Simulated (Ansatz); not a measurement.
Consider the substitution at a C–C bond: `CCC(O)(O)F` + `FCS` → `CSCF` + `CC(O)(O)F`.

Isolated molecules relaxed with PBE0-D4/def2-TZVP in Ansatz; ΔE leaves out vibrations. CBS: MP2 limit from def2 TZ/QZ plus the TZ coupled-cluster correction, frozen cores. Functionals use def2-TZVPP. Each species was taken in one conformer, which may not be the lowest.

```csv
level,ΔE (kJ/mol)
ωB97X-V,-5.1
ωB97M-V,-4.9
PBE0,-7.4
CCSD/def2-TZVPP,-0.1
```

Problem. What does CCSD(T)/CBS give? (An estimate is asked.)

Solution. Ansatz gave: -4.5 kJ/mol. The listed levels differ from it by -0.6, -0.4, -2.9, 4.4 kJ/mol.

Largest T1 diagnostic among the species: 0.011.
